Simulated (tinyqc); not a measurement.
Inside a calculation. Method: geometry optimisation on the UHF/sto-3g surface (energies and gradients from PySCF), for NH, spin multiplicity 3. Computed by tinyqc, a small Python program that keeps every step (integrals from PySCF). Settings: charge = 0, multiplicity = 3, basis = sto-3g, optimiser = bfgs, first Hessian = 0.6, largest step = 0.1, iteration cap = 30. Command: `OMP_NUM_THREADS=1 python tinyqc.py 27136 27137 out.jsonl` (the two numbers bound the seeds that draw the settings). One thread of a shared host (Intel(R) Xeon(R) Processor @ 2.60GHz), about 0.5 s of CPU time with the checks.

## Step 1: energy and gradient

positions at the start (bohr):
```
,x,y,z
1N,0.000000,0.000000,0.000000
2H,0.000000,0.000000,1.804688
```

Self-consistent energy and analytic gradient at these positions.

energy = -54.24685729 hartree

gradient (hartree/bohr):
```
,x,y,z
1N,0.00000000,0.00000000,0.15825674
2H,0.00000000,0.00000000,-0.15825674
```

## Step 1: move

Quasi-Newton step p = -H^(-1) g (first H = 0.6 times the unit matrix); steps longer than 0.1 bohr are cut back (factor 0.268 here).

positions after step 1 (bohr):
```
,x,y,z
1N,0.000000,0.000000,-0.070711
2H,0.000000,0.000000,1.875399
```

## Step 2: energy and gradient

As before.

energy = -54.26130478 hartree

gradient (hartree/bohr):
```
,x,y,z
1N,0.00000000,0.00000000,0.05278167
2H,0.00000000,0.00000000,-0.05278167
```

## Step 2: move

inverse Hessian in use (bohr^2/hartree), lower triangle:
```
,1,2,3,4,5,6
1,1.666667
2,0.000000,1.666667
3,0.000000,0.000000,1.168534
4,0.000000,0.000000,0.000000,1.666667
5,0.000000,0.000000,0.000000,0.000000,1.666667
6,0.000000,0.000000,0.498132,0.000000,0.000000,1.168534
```

Quasi-Newton step p = -H^(-1) g (the inverse Hessian comes from BFGS updates; coordinates in the order x, y, z of each atom); steps longer than 0.1 bohr are cut back.

positions after step 2 (bohr):
```
,x,y,z
1N,0.000000,0.000000,-0.106096
2H,0.000000,0.000000,1.910784
```

## Convergence

Stop when the largest gradient component is below 3e-5 hartree/bohr. The inverse Hessian follows the BFGS update with s = step, y = change of gradient.

Course of the optimisation:
```
step,E (hartree),largest gradient (hartree/bohr)
1,-54.24685729,1.58e-01
2,-54.26130478,5.28e-02
3,-54.26360145,1.34e-02
4,-54.26378112,1.66e-03
5,-54.26378406,6.34e-05
6,-54.26378406,3.18e-07
```

Final distances (angstrom):
```
pair,distance
2H-1N,1.081902
```

Converged in 6 steps.
